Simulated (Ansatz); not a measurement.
# NH2O (doublet): the correlation ladder at distance N1–O2 = 1.354 Å, cc-pVDZ

Aim: climb from Hartree-Fock through coupled cluster and multireference methods for NH2O (doublet) at one geometry and basis, and see what each rung misses.

Computed with Ansatz 0.2.0, Gaussian basis. Level: cc-pVDZ, core rule «outside noble gas», up to 2 orbitals frozen.

To be run: UHF; CCSD(T) on ROHF; CCSD(T) on UHF; BCCD(T) on ROHF; CISD; CCSDT(Q) on ROHF; CCSDT(Q) on UHF; CASSCF and MRCISD+Q, 3 electrons in 3 orbitals; CASSCF and NEVPT2, 3 electrons in 3 orbitals; CASSCF and MRCISD+Q, 13 electrons in 10 orbitals; CASSCF and NEVPT2, 13 electrons in 10 orbitals.

32 further runs of the same task are left out: 3 for a known fault of the program, 1 for a mislabelled method, 22 that didn't finish, 6 set aside as unsound or not needed.

### Step 1. The geometry

The geometry derives from a PBE0/def2-TZVP stationary point (not a proven minimum). One bond is set to the value named and the two fragments are kept rigid.

4 atoms, charge 0, spin multiplicity 2.

Atoms are counted from 1 here; the program's logs count them from 0.

Bond lengths: N1–O2 1.354 Å, N1–H3 1.026 Å, O2–H4 0.964 Å. Angles: O2–N1–H3 101.2°, N1–O2–H4 104.4°.

### Step 2. UHF

The input, in.yaml:

```yaml
crystal:
  periodic: [false, false, false]
  atoms:
    - {symbol: N, position_ang: [0.000000, -0.176115, 0.698274]}
    - {symbol: O, position_ang: [0.000000, 0.150778, -0.615224]}
    - {symbol: H, position_ang: [0.000000, 0.752120, 1.135262]}
    - {symbol: H, position_ang: [0.000000, -0.698120, -1.073059]}
basis:
  gaussian: {orbitals: cc-pVDZ}
magnetization: {spin_polarized: true, initial_magnetization: 1}
hamiltonian: {xc: hf}
output: {orbitals: {seedname: orbitals}}
```

Command:

```console
$ ansatz run in.yaml --threads 1 --pin off --events-out ev --progress --plain --max-ram 2393MiB
```

The runs that follow: CCSD(T) on ROHF; CCSD(T) on UHF; BCCD(T) on ROHF; CISD; CCSDT(Q) on ROHF; CCSDT(Q) on UHF; CASSCF and MRCISD+Q, 3 electrons in 3 orbitals; CASSCF and NEVPT2, 3 electrons in 3 orbitals; CASSCF and MRCISD+Q, 13 electrons in 10 orbitals; CASSCF and NEVPT2, 13 electrons in 10 orbitals.

Q: Predict the results of all the runs planned. Wanted: UCCSDT(Q) below the RHF energy; RMP2 from UCCSDT(Q); UMP2 from UCCSDT(Q); RCCSD from UCCSDT(Q); RCCSD(T) from UCCSDT(Q); UCCSD(T) from UCCSDT(Q); RCCSDT(Q) from UCCSDT(Q); NEVPT2 pair from UCCSDT(Q); MRCISD+Q pair from UCCSDT(Q).

As calculated:

| quantity | value |
| --- | --- |
| UCCSDT(Q) below the RHF energy | -10.0142 eV |
| RMP2 from UCCSDT(Q) | +845.5 meV |
| UMP2 from UCCSDT(Q) | +863.0 meV |
| RCCSD from UCCSDT(Q) | +272.2 meV |
| RCCSD(T) from UCCSDT(Q) | +42.2 meV |
| UCCSD(T) from UCCSDT(Q) | +42.4 meV |
| RCCSDT(Q) from UCCSDT(Q) | +2.2 meV |
| NEVPT2 pair from UCCSDT(Q) | +916.1 meV |
| MRCISD+Q pair from UCCSDT(Q) | +129.2 meV |
| NEVPT2 valence from UCCSDT(Q) | +1090.9 meV |
| levels within 1 kcal/mol (43 meV) | RCCSD(T), UCCSD(T), BCCD(T), RCCSDT, UCCSDT, RCCSDT(Q) |
| T1 diagnostic | 0.026 |
| effectively unpaired electrons | 1.02 |

RCCSD(T) lands +42.2 meV from the yardstick (0.4 % of the correlation energy). One determinant dominates. Of the multireference levels listed MRCISD+Q valence comes nearest in total energy (+51.0 meV), which doesn't show that its space is the better one. These misses are within one basis, not against nature; the frozen cores of restricted and unrestricted runs differ, which can shift their rows.
